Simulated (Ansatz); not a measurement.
Energy needed to pull apart C$_{2}$H$_{4}$B (SMILES B[C]=C), doublet, into free ground-state atoms, from the structure below (displaced at random from a GFN2-xTB minimum); no zero-point or spin–orbit terms; open-shell atoms are treated unrestricted, in their ground-state multiplicity.

```xyz
7
angstrom
B -1.0618 0.4024 -0.7411
C 0.0802 -0.0235 0.0495
C 1.0510 -0.4357 0.7124
H -2.0246 -0.2185 -0.7516
H -0.9533 1.3516 -1.3765
H 1.6759 -1.1795 0.4733
H 1.2994 0.1033 1.6127
```

Computed with Ansatz 0.2.0 (basis: def2-TZVPP); correlated methods freeze the cores; orbitals are unrestricted.

```tsv
method	atomization energy (eV)
PBE-D4	?
revPBE-D4	27.44
r2SCAN-D4	27.74
PBE0-D4	27.71
r2SCANh-D4	27.59
wB97M-V	27.51
HF	?
MP2	26.81
CCSD	26.16
CCSD(T)	26.49
```

Q: What does PBE-D4 give? (To be estimated.)

A: The calculation gives: 28.12 eV, which is about 1.63 eV more than CCSD(T)/def2-TZVPP.

Q: What does HF give? (An estimate is asked for; the value comes from the calculation.)

A: The calculation gives: 21.05 eV, which is about 5.43 eV less than CCSD(T)/def2-TZVPP.

In triple zeta the MP2 and coupled-cluster atomization energies are still short of their basis limit by a few kcal/mol a bond, whereas those of the functionals are nearly converged, so these differences are not deviations from converged CCSD(T).

No T1 diagnostic of these runs exceeds 0.024. ⟨S²⟩ of the unrestricted Hartree–Fock references: 0.79 (a pure state has 0.75).

For scale, one of the runs: CCSD(T)/def2-TZVPP forces, 149 basis functions (an equivalent command: `ansatz run in.yaml --threads 4`). Hardware: 4 CPU threads, shared host. Wall time 110 s; peak host memory 4.3 GiB.
